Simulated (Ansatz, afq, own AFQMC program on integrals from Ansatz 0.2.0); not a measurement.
AlSiH, triplet, reference energies and how methods fare

```xyz
3

Si    0.0000    0.0000    2.0886
Al    0.0000    0.0000   -0.2449
H     0.0000    0.0000   -1.8437
```

Geometry: a PBE0/def2-TZVP stationary point, not shown to be a minimum. Basis cc-pVDZ. Noble-gas cores (and the filled d shells of Ga–Kr and In–Xe) are frozen. AFQMC by an in-house program on the Cholesky factors that Ansatz 0.2.0 writes for its CCSD(T) run. The CISD trial takes its coefficients from CCSD amplitudes. Released means that phaseless walkers are propagated on without the constraint, phases kept. Error bars are statistical, one sigma.

Best estimates are CCSD(T) at the basis-set limit (def2-TZVPP/QZVPP) plus the step from CCSD(T) to the highest rung at hand in cc-pVDZ, named in the table (released AFQMC can keep some 10 meV of bias). No zero-point, core-correlation or spin–orbit terms. Other levels are in cc-pVDZ, the functionals in def2-TZVP; a dash marks a level that is missing or breaks spin symmetry for a member.

Cautions: AlSiH (triplet): the released energies are still falling, so no released level is given (meV from the phaseless value at times in 1/Eh: -7 ± 4 at 0.24, -8 ± 4 at 0.51, -14.3 ± 2.4 at 0.99, -19.8 ± 2.1 at 1.62, -25 ± 3 at 2.40), though the last usable value meets CCSDTQ within the noise, its ph-AFQMC/CISD value lies 24 ± 4 meV above CCSDTQ; AlSiH⁺ (quartet): lower spins were not checked, the released energies are still falling, so no released level is given (meV from the phaseless value at times in 1/Eh: -4 ± 3 at 0.24, -7 ± 3 at 0.51, -9.3 ± 2.2 at 0.99, -12.2 ± 2.3 at 1.62, 12 ± 26 at 2.40), full CI with its own frozen core, its ph-AFQMC/CISD value lies 18 ± 3 meV above full CI; row 1: this needn't be the first ionization; row 1: core correlation is missing, and it shifts such a gap most where an s electron is promoted.

| process | wB97M-V (kcal/mol) |
| --- | --- |
| to charge +1, quartet (vertical) | 192.6 |
| to free atoms | 121.3 |

**Question.** From these values, estimate the best estimates.

**Answer.** 
```
                         process  best estimate (kcal/mol)  highest rung
to charge +1, quartet (vertical)                     191.9        CCSDTQ
                   to free atoms                     123.0        CCSDTQ
```

Errors against the best estimates in kcal/mol, in the same order:

```csv
level,"error, 1","error, 2"
MP2,-10.1,-17.4
CCSD(T),-6.7,-17.1
ph-AFQMC/CISD,-6.7 ± 0.1,-16.7 ± 0.1
CCSD(T)/CBS,-0.2,-0.8
PBE,0.1,2.4
r2SCAN,-2.2,4.6
PBE0,-0.2,-0.2
B3LYP,2.6,-3.2
wB97M-V,0.7,-1.7
B2PLYP,-1.1,-5.0
```

Cost at the first geometry (cards were shared with other jobs): PBE0/cc-pVDZ, 1.1 s on 1 thread of AMD EPYC 7R13 Processor (Zen 3) (shared host); UCCSD(T)/cc-pVDZ, 7.5 s on 1 × NVIDIA H100 80GB HBM3 with 1 thread of AMD EPYC 7R13 Processor (Zen 3), on a shared host; CCSD(T)/def2-QZVPP, 10 s on 1 × NVIDIA H100 80GB HBM3 with 1 thread of AMD EPYC 7R13 Processor (Zen 3), with other jobs on the host; CCSDT(Q), 11 s on 1 × NVIDIA H100 80GB HBM3 with 1 thread of AMD EPYC 7R13 Processor (Zen 3), with other jobs on the host; ph-AFQMC/CISD with release, 29 s on 1 × NVIDIA H100 80GB HBM3 with 2 threads of AMD EPYC 7R13 Processor (Zen 3), on a shared host.

Best estimates are given only where the step beyond CCSD(T) is under 0.3 eV and no member's determinant is very poor (T1 over 0.05, or 0.07 for open shells, ⟨S²⟩ too high by 0.3, two states mixed), so the hardest cases are missing from such tables.

The functionals ran in a triple-zeta set and keep a basis error of their own, a few kJ/mol for each bond in atomization energies and more for double hybrids, so close places among them and the extrapolated levels can swap.

CCSDT and higher add their correlation energy to the determinant of the CCSD(T) run, since their own runs factorise the integrals more tightly (a shift of under 2 meV). Each member of a difference takes its own highest rung, so a best estimate needn't equal the limit plus the step of one row. A walk keeps the symmetry of its determinant, which the program's search chose and which needn't be the lowest solution, so a lower state of the same spin and another symmetry isn't excluded.
